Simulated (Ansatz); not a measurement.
The input, for Ansatz 0.2.0:

```yaml
crystal:
  periodic: [false, false, false]
  atoms:
    - {symbol: Si, position_ang: [0.000000, 0.000000, 0.000000]}
    - {symbol: O, position_ang: [0.000000, 0.000000, 1.723500]}
basis:
  gaussian: {orbitals: cc-pVDZ}
total_charge: 1
magnetization: {spin_polarized: false, initial_magnetization: 1}
correlation: {method: ccsdt_q, electrons: outside_noble_gas}
```

```sh
$ ansatz run in.yaml --threads 1 --pin off --events-out ev --progress --plain --max-ram 2393MiB
```

Log:

```
547 factors; integrals over basis functions are off by at most 1.8e-7 eV
mean field evaluation 1: about -9869.4046 eV, gradient 8.1e1 eV
mean field evaluation 2: about -9869.4492 eV, gradient 8.1e1 eV
mean field evaluation 4: about -9885.4600 eV, gradient 2.1e1 eV
mean field evaluation 8: about -9888.3594 eV, gradient 2.3e0 eV
mean field evaluation 16: about -9888.4109 eV, gradient 1.6e-4 eV
mean field evaluation 32: about -9889.5818 eV, gradient 7.1e-7 eV
mean field evaluation 64: about -9888.4104 eV, gradient 2.3e-1 eV
mean field evaluation 96: about -9888.4105 eV, gradient 1.3e-1 eV
mean field evaluation 128: about -9882.8500 eV, gradient 1.6e0 eV
mean field evaluation 160: about -9888.4109 eV, gradient 1.9e-6 eV
...
cycle  14  -6.42706881 eV  change    2.1e-5 eV  update   3.9e-5
cycle  15  -6.42710536 eV  change   -3.7e-5 eV  update   2.1e-5
cycle  16  -6.42711430 eV  change   -8.9e-6 eV  update   1.2e-5
cycle  17  -6.42711985 eV  change   -5.5e-6 eV  update   7.4e-6
cycle  18  -6.42712045 eV  change   -5.9e-7 eV  update   4.6e-6
cycle  19  -6.42711772 eV  change    2.7e-6 eV  update   2.8e-6
cycle  20  -6.42711692 eV  change    8.1e-7 eV  update   1.8e-6
cycle  21  -6.42711795 eV  change   -1.0e-6 eV  update   9.6e-7
cycle  22  -6.42711868 eV  change   -7.2e-7 eV  update   6.2e-7
cycle  23  -6.42711915 eV  change   -4.7e-7 eV  update   4.3e-7
perturbative correction -0.01403038 eV, -0.0005156071 hartree
Total energy: -9896.02298591 eV, -363.6721369670 hartree
```

For the same geometry and basis UCCSDT(Q) lies 6.3 meV lower.

Ran on 1 thread of AMD EPYC 9R45, shared host: 3.9 s wall, 0.17 GiB peak host memory.
